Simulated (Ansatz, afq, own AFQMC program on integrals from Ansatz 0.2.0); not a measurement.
**Where AFQMC and coupled cluster stand for AlNH4, triplet**

```xyz
6

Al   -0.9987    0.0225    0.0000
H    -1.7917    1.3959    0.0000
H    -1.7917   -1.3509    0.0000
H     0.6853    0.0225    0.0000
N     1.9713    0.0225    0.0000
H     2.2403   -0.9817    0.0000
```

Connectivity, by distances: AlH3 ··· NH.

Basis cc-pVTZ. Noble-gas cores (and the filled d shells of Ga–Kr and In–Xe) are frozen. AFQMC by an in-house program on the Cholesky factors that Ansatz 0.2.0 writes for its CCSD(T) run. The CISD trial takes its coefficients from CCSD amplitudes. Released means that phaseless walkers are propagated on without the constraint, phases kept. Uncertainties: one standard error, sampling alone.

Determinant: UHF, the one that the program's search chose, which needn't be the lowest solution. The geometry is a point of a scan.

No full CI on the walks' own integrals is used here. The released AFQMC energy serves as the reference, which it does only where one determinant dominates, the energy is flat over the last release times and near the phaseless one (40 meV or 2 meV an electron, half that with transition metals). On small molecules, where full CI could be run and the noise was under 10 meV, such values lay within 10 meV of it in 19 cases of 20, a flattering rate, since the rule was set on those same cases; what remains of the bias isn't in the error bar.

Cautions: lower spins were not checked; the released value is read at 1.62 1/Eh, later times being too noisy (meV from the phaseless value at times in 1/Eh: -6 ± 4 at 0.24, -7 ± 4 at 0.51, -7 ± 5 at 0.99, -14 ± 6 at 1.62, -8 ± 12 at 2.40).

```
T1 diagnostic                               : 0.0198
weight of the determinant in the CISD state : 0.872
⟨S²⟩ of the determinant                     : 2.045
size of the correlated space                : 12 electrons in 114 orbitals
```

```tsv
level	correlation energy (eV)
MP2	-7.0519
CCSD	-8.1534
CCSD(T)	-8.3955
```

**Question.** Estimate where phaseless AFQMC with the Hartree–Fock trial lies against CCSD(T) on the same integrals.

**Answer.** 3.5 ± 2.4 kJ/mol above CCSD(T). The gap is under twice the noise, so this walk alone can't tell the two apart.

Reference: AFQMC with the constraint released, correlation energy -8.443 ± 0.006 eV.

```
        level  E − E(reference) (kJ/mol)  share of correlation (%)
      CCSD(T)                  4.5 ± 0.5                     99.44
  ph-AFQMC/HF                  8.1 ± 2.5                     99.01
ph-AFQMC/CISD                  1.3 ± 0.7                     99.84
```

A walk keeps the symmetry of its determinant, which the program's search chose and which needn't be the lowest solution, so a lower state of the same spin and another symmetry isn't excluded. Released energies are given only where the last usable release times agree within the noise; a slower fall can still hide under it.
